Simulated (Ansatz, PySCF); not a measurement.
Gas-phase reaction in SMILES: CSC [methylsulfanylmethane] + H+ -> C[SH+]C
Structures are relaxed separately at B3LYP-D3(BJ)/def2-TZVP in Ansatz (an electronic-structure program).
Geometry of the first species:
```
S
C 1 1.8112
H 2 1.0891 1 107.16
H 2 1.0906 3 108.89 1 120.22
H 2 1.0906 3 108.89 4 119.56
C 1 1.8112 2 99.32 3 180.00
H 6 1.0891 1 107.16 2 -180.00
H 6 1.0906 7 108.89 1 -120.22
H 6 1.0906 7 108.89 8 -119.56
```

Wanted: proton affinity (enthalpy at 298 K, with B3LYP-D3(BJ) rigid-rotor harmonic-oscillator terms from PySCF), positive where the reaction releases energy, in kcal/mol. Valence correlation only, unless marked. Spin-orbit coupling is left out. Non-relativistic. Basis-set limits of correlation are two-point, X^-3; Hartree-Fock from the larger set. The bracket is a focal-point correction in the basis named.

RI-MP2/CBS(cc-pV(T+d)Z,cc-pV(Q+d)Z)+[CCSD(T)-MP2]/cc-pV(T+d)Z (Ansatz) gives 198.8 kcal/mol.

Another calculation gave 201.2 kcal/mol. Which level was it?
A) revPBE/def2-TZVPD (Ansatz)
B) B2PLYP/def2-TZVPD (Ansatz)
C) SVWN5/def2-TZVPD (Ansatz)

A, revPBE/def2-TZVPD (Ansatz). The others give 198.4 (B2PLYP), 193.0 (SVWN5) kcal/mol.
